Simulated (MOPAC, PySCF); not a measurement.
Ligands exchanged one at a time, C H-I. Isolated molecules, 0 K electronic values unless said otherwise. Strings in code marks are SMILES.

Quantity: vertical ionisation energy (energy after one electron is removed minus that of the parent at the parent's geometry), in eV.

Level 1: PBE-D3(BJ)/def2-TZVP // PBE0-D4/def2-TZVP (PySCF)
Level 2: PBE/6-31G* // PBE0-D4/def2-TZVP (PySCF)
Level 3: minus the HOMO energy of HF/6-31G* // PBE0-D4/def2-TZVP (PySCF)
Level 4: minus the HOMO energy of PM3 // PBE0-D4/def2-TZVP (MOPAC)

```csv
species,level 1,level 2,level 3,level 4
`C`,13.95,13.93,14.82,13.63
```
